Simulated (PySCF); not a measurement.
Species: C₄H₅N₂ (doublet state).
Numbering: `[H]/[C:1]=[N:2]/[CH:3]=[N:4]\[CH:5]=[CH2:6]` (hydrogens: H7 on C1; H8 on C3; H9 on C5; H10, H11 on C6)

Cartesian coordinates in Å at the GFN2-xTB level; atoms count from 1:
```
atom  x, y, z in Å
C1    -2.347   -0.978    0.381
N2    -1.858    0.071    0.050
C3    -1.034    1.090    0.085
N4     0.264    1.038    0.003
C5     0.950   -0.130   -0.028
C6     2.288   -0.128   -0.118
H7    -2.854   -1.706   -0.222
H8    -1.495    2.070    0.106
H9     0.412   -1.081    0.027
H10    2.829    0.799   -0.172
H11    2.851   -1.044   -0.139
```

The hyperfine couplings belong to this conformer and change with its torsions.

Computed, not measured: PySCF 2.14.0, UKS B3LYP, pcH-1 on C H N, non-relativistic, mean-field spin-orbit, GIAO. Geometry: GFN2-xTB, one conformer, isolated molecule. Couplings are sensitive to structure, and on GFN2-xTB geometries they can be far from those on DFT ones. The frame is twisted about the N2–C3 bond at this geometry (dihedral C1–N2–C3–N4 = 58°); couplings at other torsion angles weren't computed. Stability of the SCF solution: not tested. ⟨S²⟩ is 0.780 where a pure state has 0.75.

(1) Match the computed a_iso(13C) values +234.6, -24.0, +22.6, -16.4 MHz with the sites C1; C3; C5; C6.

(2) Match the computed a_iso(14N) values +11.9, +1.4 MHz with the sites N2; N4.

## Answers

(1) 
```tsv
site	a_iso (MHz)	ρ(0) (bohr⁻³)	position	distance from C1 (Å)	spin population	largest |T| (MHz)
C1	+234.6	+0.2087	largest spin population	0.00	+0.52	80.2
C3	-16.4	-0.0146	2 bonds from C1	2.47	-0.11	18.9
C5	-24.0	-0.0213	4 bonds from C1	3.43	-0.13	18.2
C6	+22.6	+0.0201	5 bonds from C1	4.74	+0.29	42.4
```

(2) 
| site | a_iso (MHz) | ρ(0) (bohr⁻³) | position | distance from C1 (Å) | spin population | largest \|T\| (MHz) |
| --- | --- | --- | --- | --- | --- | --- |
| N2 | +1.4 | +0.0044 | 1 bond from C1 | 1.20 | +0.12 | 20.4 |
| N4 | +11.9 | +0.0369 | 3 bonds from C1 | 3.32 | +0.28 | 26.3 |

ρ(0) is the spin density at the nucleus and T the dipolar tensor. The Mulliken spin populations are largest on C1 (+0.52), C6 (+0.29), N4 (+0.28) and C5 (-0.13). Three atoms exceed +0.15. The positive populations add up to 1.27 and the negative ones to -0.27, together 2S = 1.

The SMILES `[H]/[C]=N/C=N\C=C` draws the unpaired electron on C1, whose computed spin population is only +0.52.

Hardware: Arm Neoverse N1, one thread, no GPU (shared host). Cost: 42 s of wall time (grids of density and orbitals included), 0.68 GiB resident at most.
